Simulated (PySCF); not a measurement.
Species, as SMILES: C (CH4).
Geometry (B3LYP-D3(BJ)/def2-TZVP, fixed):
```xyz
5

C      0.0000     0.0000     0.0000
H      0.6205     0.6269     0.6390
H     -0.6429    -0.6249     0.6185
H      0.6369    -0.6328    -0.6166
H     -0.6146     0.6308    -0.6409
```
Charge 0, spin multiplicity 1.

Basis-set convergence of the mean static polarisability at PBE with PySCF. All functions are spherical. Density fitting with generated auxiliary sets. No added dispersion term, no relativity. Reference: the value in d-aug-cc-pVTZ, 17.53 bohr³, itself unsure by roughly 0.3 % (its mean distance from aug-cc-pVQZ, aug-pcseg-2, aug-cc-pVTZ). Deviations are taken from unrounded values. Cost is core time over that of def2-TZVPP, rough, on shared machines of one kind; a dash marks a row that isn't timed (too short, read off another run, short of memory, by another algorithm or on other hardware).

```json
[
 {"basis": "def2-SVP", "functions": "34", "mean static polarisability (bohr³)": "12.92", "minus reference (%)": "-26.3", "cost": "-"},
 {"basis": "pcseg-1", "functions": "34", "mean static polarisability (bohr³)": "13.01", "minus reference (%)": "-25.7", "cost": "-"},
 {"basis": "def2-SVPD", "functions": "52", "mean static polarisability (bohr³)": "16.96", "minus reference (%)": "-3.2", "cost": "-"},
 {"basis": "Sadlej pVTZ", "functions": "60", "mean static polarisability (bohr³)": "17.47", "minus reference (%)": "-0.3", "cost": "0.6×"},
 {"basis": "6-311++G(2d,2p)", "functions": "67", "mean static polarisability (bohr³)": "16.02", "minus reference (%)": "-8.6", "cost": "0.6×"},
 {"basis": "def2-TZVPD", "functions": "73", "mean static polarisability (bohr³)": "17.36", "minus reference (%)": "-0.9", "cost": "0.6×"},
 {"basis": "cc-pVTZ", "functions": "86", "mean static polarisability (bohr³)": "15.53", "minus reference (%)": "-11.4", "cost": "0.8×"},
 {"basis": "def2-TZVPP", "functions": "87", "mean static polarisability (bohr³)": "15.85", "minus reference (%)": "-9.5", "cost": "1×"},
 {"basis": "def2-TZVPPD", "functions": "105", "mean static polarisability (bohr³)": "17.43", "minus reference (%)": "-0.5", "cost": "1×"},
 {"basis": "aug-cc-pVTZ", "functions": "138", "mean static polarisability (bohr³)": "17.48", "minus reference (%)": "-0.2", "cost": "2×"},
 {"basis": "cc-pVQZ", "functions": "175", "mean static polarisability (bohr³)": "16.38", "minus reference (%)": "-6.5", "cost": "2×"},
 {"basis": "d-aug-cc-pVTZ", "functions": "190", "mean static polarisability (bohr³)": "17.53", "minus reference (%)": "0.0", "cost": "4×"},
 {"basis": "aug-cc-pVQZ", "functions": "264", "mean static polarisability (bohr³)": "17.50", "minus reference (%)": "-0.1", "cost": "9×"}
]
```

The smallest set listed that lies within 2 % of the reference with all its larger relatives (same family, alike in diffuse functions; a set with none counts only in the reference's own line) is def2-TZVPD (73 functions, 0.6× in cost, -0.9 % off). Inside, with no larger relative to test it: Sadlej pVTZ. (Relatives not listed, tested too: def2-QZVPPD -0.2 %.)
